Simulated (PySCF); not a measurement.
Species: CH6Si.
Atom-mapped SMILES: `[CH3:1][SiH3:2]` (hydrogens: H3, H4, H5 on C1; H6, H7, H8 on Si2)

Computed by this run: PBE0-D3(BJ)/def2-SVP geometry optimisation, gas phase in PySCF; density fitting, grid level 1; the optimiser is geomeTRIC in internal coordinates, started from a GFN2-xTB structure with every atom displaced at random (about 0.03 Å).

Step 0: E = -9004.0121 eV
```
atom  x, y, z in Å  |  force x, y, z in eV/Å
C1     -0.9128   -0.1910    0.0267   -1.918   6.341  -1.491
Si2     0.8903    0.1017   -0.0316    0.653   0.453   0.058
H3     -1.4924    0.4718    0.7751    1.073  -1.016  -0.635
H4     -1.1370   -1.1469    0.1818   -1.208  -4.692   0.808
H5     -1.4368    0.1621   -0.9589    1.062  -0.840   1.295
H6      1.2268    1.4699   -0.5217   -0.015   0.062  -0.067
H7      1.5229   -0.8953   -0.9141    0.203  -0.242  -0.293
H8      1.4953   -0.0390    1.3098    0.150  -0.065   0.325
```

Step 1: E = -9004.4275 eV
```
atom  x, y, z in Å  |  force x, y, z in eV/Å
C1     -0.9504   -0.1610    0.0140   -0.390   0.353  -0.172
Si2     0.8989    0.1181   -0.0318    0.210  -0.099   0.085
H3     -1.4537    0.4718    0.7594    0.122  -0.062   0.239
H4     -1.2194   -1.2091    0.1979    0.036  -0.069   0.062
H5     -1.4085    0.1463   -0.9391    0.103  -0.163  -0.163
H6      1.2380    1.4891   -0.5264   -0.049  -0.007  -0.011
H7      1.5437   -0.8873   -0.9366    0.001   0.057  -0.001
H8      1.5077   -0.0347    1.3297   -0.033  -0.010  -0.040
```

Problem. Estimate the geometry and energy of step 2. (The exact step hangs on the optimiser's Hessian estimate; all steps are aligned on step 1, rigid shifts and turns removed.)

Solution. E = -9004.4410 eV, largest force 0.183 eV/Å
```
atom  x, y, z in Å  |  force x, y, z in eV/Å
C1     -0.9587   -0.1509    0.0081   -0.158   0.075  -0.056
Si2     0.8991    0.1143   -0.0311    0.063  -0.039   0.023
H3     -1.4391    0.4762    0.7752    0.048  -0.029   0.047
H4     -1.2171   -1.2030    0.2068    0.034   0.041   0.024
H5     -1.4054    0.1329   -0.9582    0.034  -0.067  -0.024
H6      1.2286    1.4874   -0.5239   -0.006   0.009   0.000
H7      1.5491   -0.8811   -0.9406    0.001   0.024  -0.008
H8      1.4998   -0.0426    1.3308   -0.016  -0.013  -0.007
```

The energy changes by -0.0136 eV. The first-order estimate −F·Δx gives -0.0206 eV and the mean of the old and new forces, exact on a quadratic surface, -0.0135 eV. The step makes an angle of 46° with the force vector and moves no atom by more than 0.024 Å.

What follows is the cost of the whole optimisation. Time: 7.8 s of wall time; peak memory 0.27 GiB. Hardware: an Arm Neoverse V1 with one thread, shared host with 32 logical CPUs at a one-minute load of 23.
